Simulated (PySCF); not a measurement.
# C5H11N: the cost of one run

Computed with PySCF 2.14.0, with density-fitted response routines of our own, on a single molecule, in the gas phase or a continuum. Atoms are numbered from 0 throughout.

## Step 1: The starting structure

17 atoms, charge 0, multiplicity 1; geometry from: GFN2-xTB. The atoms were then displaced at random by about 0.01 Å, so the start is not that level's minimum.

Bonds of the start (Å): N0–C1 1.47, C1–C2 1.55, C2–C3 1.49, C3–C4 1.52, C4–C5 1.53, C5–C1 1.56, N0–H6 1.02, N0–H7 1.03, C1–H8 1.11, C2–H9 1.10, C2–H10 1.08, C3–H11 1.08, C3–H12 1.14, C4–H13 1.10, C4–H14 1.10, C5–H15 1.10, C5–H16 1.10.

## Step 2: Optimising the geometry at PBE0-D3(BJ)/def2-TZVP

Job settings and geometry (Å):

```
{"job": {"xc": "PBE0", "basis": "def2-TZVP", "d3": "d3bj", "grid": 2, "shake": 0.01, "kind": "geom"}, "charge": 0, "multiplicity": 1}
N      2.117820    -0.168440    -0.354060
C      0.909540    -0.116330     0.483180
C     -0.044320    -1.280670     0.110710
C     -1.183880    -0.632850    -0.588640
C     -1.388430     0.675980     0.154550
C      0.047240     1.174560     0.342730
H      1.841040    -0.039660    -1.332220
H      2.738060     0.626010    -0.128100
H      1.270620    -0.213970     1.533550
H     -0.361290    -1.787400     1.034590
H      0.487420    -2.005940    -0.495150
H     -0.972040    -0.437250    -1.625400
H     -2.137740    -1.248290    -0.558370
H     -2.020730     1.403050    -0.366270
H     -1.846560     0.485240     1.138660
H      0.157610     1.848820     1.208920
H      0.369130     1.728960    -0.548470
```

The run is started by

```bash
OMP_NUM_THREADS=1 python probes_run.py task.json out
```

One launch serves the whole session: the jobs run in the order shown.

Q: Estimate the wall time and peak memory of this first job on 1 thread of AMD EPYC 9R45, shared host.

About 2.2 min, with a peak of 1.2 GiB.
